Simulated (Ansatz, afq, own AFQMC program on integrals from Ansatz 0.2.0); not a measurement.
## CO, triplet in 6-31G, levels against full CI

| atom | x (Å) | y (Å) | z (Å) |
| --- | --- | --- | --- |
| O | 0.0000 | 0.0000 | 0.0000 |
| C | 0.0000 | 0.0000 | 1.0650 |

Basis 6-31G. Only valence electrons are correlated. Ansatz 0.2.0 and our own AFQMC program on the same integrals; the CISD trial comes from CCSD amplitudes, and released means the phaseless constraint is let go. ± is one standard error of the sampling.

Determinant: UHF, the one that the program's search chose, which needn't be the lowest solution. The geometry is a point of a scan.

Full CI on the same integrals is exact in this basis and with this determinant's frozen core.

Cautions: lower spins were not checked; unrestricted determinant slightly spin contaminated (⟨S²⟩ 2.08 against 2.00); the released energies move by 1.5 errors or more from one time to the next, so no released level is given (meV from the phaseless value at times in 1/Eh: -10 ± 3 at 0.24, -16 ± 5 at 0.51, -18 ± 4 at 0.99, -17 ± 3 at 1.62, -23 ± 3 at 2.40), though the last usable value meets full CI within the noise.

The T1 diagnostic is 0.0288, the weight of the determinant in the CISD state is 0.918 and the ⟨S²⟩ of the determinant is 2.077. The size of the correlated space is 10 electrons in 16 orbitals.

Reference: full CI, correlation energy -4.695 eV.

| level | E − E(reference) (kcal/mol) | share of correlation (%) |
| --- | --- | --- |
| HF | 108.27 | 0.00 |
| MP2 | 9.98 | 90.79 |
| CCSD | 3.09 | 97.15 |
| CCSD(T) | 0.78 | 99.28 |
| CCSDT | 0.36 | 99.66 |
| CCSDT(Q) | -0.04 | 100.04 |
| CCSDTQ | 0.02 | 99.98 |
| ph-AFQMC/CISD | 0.55 ± 0.09 | 99.49 |

CCSDT and higher add their correlation energy to the determinant of the CCSD(T) run, since their own runs factorise the integrals more tightly (a shift of under 2 meV). A walk keeps the symmetry of its determinant, which the program's search chose and which needn't be the lowest solution, so a lower state of the same spin and another symmetry isn't excluded.
